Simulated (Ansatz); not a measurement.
Two structures of SiPNH8, closed shell, reached by relaxing down either side of one saddle point (PBE0-D4/def2-TZVP). Energies are electronic, without zero-point energy. Computed with Ansatz 0.2.0 (basis: def2-TZVPP and def2-QZVPP); correlated methods freeze the cores. Extrapolation: Hartree–Fock as exp(−7.88 √X), correlation as X^−2.97. First:

```
11
angstrom
Si -1.1301 -0.8889 0.9319
N 0.5682 -0.8028 1.2153
H -1.6649 0.4963 0.9691
H -1.9096 -1.7004 1.9139
H -1.3336 -1.4905 -0.4105
H 0.8295 0.8153 -0.9798
P 0.3019 1.5410 -2.0811
H 0.9086 -0.2811 2.0075
H 1.1334 -1.6240 1.0671
H 0.9256 2.7555 -1.6900
H 1.3712 1.1797 -2.9433
```

Second:

```csv
atom,x (Å),y (Å),z (Å)
Si1,-1.3668,0.0121,0.0393
N2,1.4792,-0.8624,0.6419
H3,-2.7769,0.3414,-0.3241
H4,-1.1251,0.5265,1.4108
H5,-1.2645,-1.4691,0.0307
H6,2.2706,-0.2587,0.8282
P7,-0.0225,0.9234,-1.5290
H8,1.2971,-1.3921,1.4857
H9,1.7643,-1.5209,-0.0731
H10,-0.9343,1.9514,-1.8949
H11,0.6791,1.7481,-0.6155
```

Which bonds change from the first to the second?

SiNH₅ ([NH2][SiH3]) + PH₃ → SiPH₅ ([SiH3][PH2]) + NH₃; bonds formed: Si1–P7, N2–H6; bonds broken: Si1–N2, H6–P7.

Give the saddle point's structure and its height above each. (An estimate is asked for; the value comes from the calculation.)

The calculation gives: 39.80 kcal/mol above the first and 36.30 kcal/mol above the second (CCSD(T) at an estimated basis limit (MP2 extrapolated from triple and quadruple zeta, plus CCSD(T) − MP2 in triple zeta)).
Si1  (-1.084, -0.554, 0.477)
N2  (0.750, -0.441, 0.782)
H3  (-1.771, 0.722, 0.739)
H4  (-1.400, -1.443, 1.646)
H5  (-1.400, -1.337, -0.728)
H6  (0.903, 0.224, -0.094)
P7  (-0.034, 1.195, -1.671)
H8  (1.001, -0.004, 1.666)
H9  (1.242, -1.329, 0.698)
H10  (0.700, 2.300, -1.149)
H11  (1.093, 0.667, -2.367)
(Å)

The T1 diagnostic stays at or below 0.014. The start structure is not quite a true minimum (one mode of 27i cm⁻¹).

Labels in which every atom is bracketed show which atoms are joined, not bond orders.

For scale, one of the runs: CCSD(T)/def2-TZVPP, 227 basis functions, launched by `ansatz run in.yaml --threads 4 --pin off --events-out ev --progress --plain --max-ram 9574MiB`. Hardware: 4 CPU threads of an Arm Neoverse V1, shared host. Wall time 59 s; peak host memory 3.5 GiB.
